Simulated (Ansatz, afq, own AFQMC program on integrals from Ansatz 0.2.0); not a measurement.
Integrals from Ansatz 0.2.0, then the random walk in our own AFQMC program (afq).

```yaml
crystal:
  periodic: [false, false, false]
  atoms:
    - {symbol: Br, position_ang: [0.000000, 0.000000, 0.000000]}
basis:
  gaussian: {orbitals: def2-TZVP}
magnetization: {spin_polarized: true, initial_magnetization: 1}
correlation: {method: ccsd_t, electrons: outside_noble_gas, hamiltonian_folder: ham}
```

```sh
$ ansatz run in.yaml --threads 1 --pin off --events-out ev --progress --plain --max-ram 15360MiB --backend cuda --devices 0, --max-vram 18GiB
```

Options of the walk:

```
--method free --trial cisd --walkers 4000 --time-step 0.03 --max-blocks 4000 --target-error 0.00019 --factor-cut 1e-05 --seed 1235 --times 0,0.3,0.6,1.2,1.8,2.4,3.6,4.8,6 --taylor-order 8
```

Times are imaginary, in 1/Eh. The walk had a cap of 61 s. Filled inner d shells are frozen with the cores.

```
orbitals 34  electrons 4 3  factors 255 of 322
reference energy -2572.39810114 Eh
CCSD correlation -0.15368502 Eh in 8 cycles, weight of the determinant in the CISD state 0.9348
repeat  energy at the last time / Eh  error
    10  -2572.557116  0.000125
    20  -2572.557087  0.000069
    30  -2572.557074  0.000059
time / (1/Eh)  energy / Eh  error  mean overlap
  0.00  -2572.551792  0.000008  1.0698
  0.30  -2572.555211  0.000017  1.0686
  0.60  -2572.556281  0.000020  1.0687
  1.20  -2572.556867  0.000026  1.0695
  1.80  -2572.556987  0.000027  1.0687
  2.40  -2572.557008  0.000025  1.0704
  3.60  -2572.556996  0.000043  1.0735
  4.80  -2572.557032  0.000061  1.0780
  6.00  -2572.557067  0.000058  1.0811
energy -2572.557067 +/- 0.000058 Eh
```

**Question.** Estimate how long the walk took on 1 × NVIDIA H100 80GB HBM3 with 2 threads of AMD EPYC 7R13 Processor (Zen 3), on a shared host (the card was shared).

**Answer.** 54 s of wall time.

The run passed its tests (error under three times the target), which doesn't prove that it has relaxed.

Against this walk (error 1.6 meV) on the same determinant: CCSD(T) 19.4 meV higher, CCSDT(Q) 1.4 meV higher (within the noise), CCSDTQ 1.2 meV higher (within the noise). The error is statistical, and a free projection of finite length keeps a remainder of its start.

Cautions: remainder of the start not in the error; no relativity below Rb; no spin-orbit coupling; inner d shell frozen.

CCSDT and higher add their correlation energy to the determinant of the CCSD(T) run, since their own runs factorise the integrals more tightly (a shift of under 2 meV). A walk keeps the symmetry of its determinant, which the program's search chose and which needn't be the lowest solution, so a lower state of the same spin and another symmetry isn't excluded.
